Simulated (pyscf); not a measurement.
PySCF, gas phase, ωB97X-D3(BJ)/def2-SVP geometries.

Question: HS–GeH₃ + HCl → H₂S + Cl–GeH₃
Surface: singlet. Broken: Ge–S, Cl–H. Formed: H–S, Cl–Ge. Give ΔE‡ and ΔE from ωB97X-D3(BJ)/def2-TZVP, relative to the separated reactants.

Answer: ΔE‡ = 25.0 kcal/mol, ΔE = -6.4 kcal/mol. CCSD(T)/def2-TZVPP + ΔMP2(QZVPP) gives 28.9 kcal/mol and -6.3 kcal/mol. Zero-point energy shifts the barrier by +0.9 kcal/mol. It is a four-centre exchange, with an imaginary mode of 361i cm⁻¹. On the reactant side the descent ends in a complex, 4.9 kcal/mol under the separated species and 29.9 kcal/mol under the saddle at ωB97X-D3(BJ)/def2-TZVP. One saddle was located; it need not be the lowest between these sides. The CCSD(T) − MP2 part came from Ansatz, without density fitting, on the same reference. The frozen core leaves the outer d or s,p core shells of the metals and heavy elements correlated in the MP2 and CC values, and def2-TZVPP describes them poorly, which can shift differences by a few kcal/mol. Elements up to Kr have no core potential and no relativistic terms here.
